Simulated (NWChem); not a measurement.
System: SiH$_{2}$, singlet; SMILES [SiH2]

NWChem input:

```
start job
memory heap 200 mb stack 900 mb global 1100 mb
geometry units angstroms noautosym nocenter noautoz
  Si     0.000000     0.000000     0.180908
  H      1.093423     0.000000    -0.889802
  H     -1.093423     0.000000    -0.889802
end
basis spherical
  Si library iglo-iii
  H library iglo-iii
end
dft
  odft
  mult 1
  xc b3lyp
  iterations 150
end
property
  spinspin 3 1 2 1 3 2 3
end
task dft property
```

Low-valent species are run as closed-shell singlets; no triplet was tried in these runs. All runs use the structure optimised with B3LYP/6-31G* (spherical d).

Isotropic indirect couplings, all four terms, static geometry, non-relativistic.

Atoms are numbered as in the input.

Q: What results follow from this input? (B3LYP/IGLO-III.) Quantities: J(29Si atom 1, 1H atom 2) (Hz); J(1H atom 2, 1H atom 3) (Hz).

A: 
```
Item                            Value
------------------------------  -----
J(29Si atom 1, 1H atom 2) (Hz)  -22.7
J(1H atom 2, 1H atom 3) (Hz)     -5.3
```
